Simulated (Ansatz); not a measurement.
System: fcc Ca. Method: PBEsol (PAW; Ansatz, a quantum-chemistry and plane-wave program).

A relaxed, unreconstructed slab of the (210) face has 10 atoms, two equal faces of 33.285 Å² each and an energy of -17934.8146 eV. A bulk cell of 10 atoms with the same orientation and in-plane k mesh has -17937.3352 eV. Energies are extrapolated to zero smearing.

Settings: plane-wave cutoff 500 eV, 12×12×1 k mesh (along the axes of the cell as run), Fermi–Dirac smearing 0.1 eV, scalar-relativistic PAW data made under PBE.

Worked out: γ = (E_slab − N E_bulk per atom)/2A = [-17934.8146 − 10 × (-17937.3352/10)]/(2 × 33.285) = 0.0379 eV/Å². With 16.022 J/m² per eV/Å² this is 0.61 J/m², or 1.26 eV per surface cell and face.
